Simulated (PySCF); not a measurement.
Molecule: SMILES C=CC(=O)Cl, C3H3ClO.

Bonds (- single, = double, # triple, : aromatic): C1=C2 1.336 Å, C2-C3 1.478 Å, C3=O4 1.187 Å, C3-Cl5 1.786 Å. C1 carries H6, H7; C2 carries H8. H6 is cis to C3; H7 is trans to C3.

Geometry PBE0-D3(BJ)/def2-SVP throughout; GIAO in PySCF 2.14.0 with density-fitted response routines, gas phase, one conformer, non-relativistic; equivalent atoms averaged; basis pcSseg-2.

**Question.** How do the shifts δ (against TMS, H2O, HCl at the same level) depend on the functional? (ppm; last column core-seconds on 1 thread of an Arm Neoverse V2, shared host)

**Answer.** 
```tsv
functional	kind	C3	C1	C2	O4	Cl5	H6	H8	H7	core-s
WP04	global hybrid	184.2	145.5	144.4	529.8	486.2	6.64	6.32	5.83	18
B97-2	global hybrid	177.0	143.7	142.6	532.5	474.3	6.84	6.53	6.02	18
BHandHLYP	global hybrid	181.1	148.6	144.5	552.8	453.8	6.99	6.48	6.13	17
CAM-B3LYP	range-separated hybrid	183.5	149.5	148.1	556.2	488.1	6.95	6.57	6.11	23
wB97X-D	range-separated hybrid	180.9	148.6	146.8	553.2	476.2	6.95	6.57	6.14	23
LC-wPBE	range-separated hybrid	184.1	154.2	150.0	561.1	469.2	7.09	6.65	6.30	29
```

**Question.** Which nucleus moves most, in ppm?

**Answer.** Cl5 (chlorine bonded to C): from 453.8 ppm with BHandHLYP to 488.1 ppm with CAM-B3LYP. The smallest spread is 0.33 ppm, at H8. Proton shifts span only some 12 ppm, so a few tenths of a ppm matter as much there as several ppm in carbon.
